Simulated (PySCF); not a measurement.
hydrogen fluoride (FH), SMILES F. The structure is a stationary point at B3LYP-D3(BJ)/def2-TZVPD.

TDA-CAM-B3LYP/def2-TZVPD run with PySCF puts the lowest singlet excitations at 9.90, 9.90, 12.89, 12.91, 12.91, 12.99 eV.

**Question.** What are the lowest excitation roots from ADC(3)/aug-cc-pVDZ (PySCF)? (An estimate is asked for; the answer gives what the named calculation found.)

**Answer.** 10.88, 10.88, 14.69, 14.69, 14.91, 15.63 eV. S1 differs by 0.98 eV (second minus first; roots are paired by order, and the bases may differ).
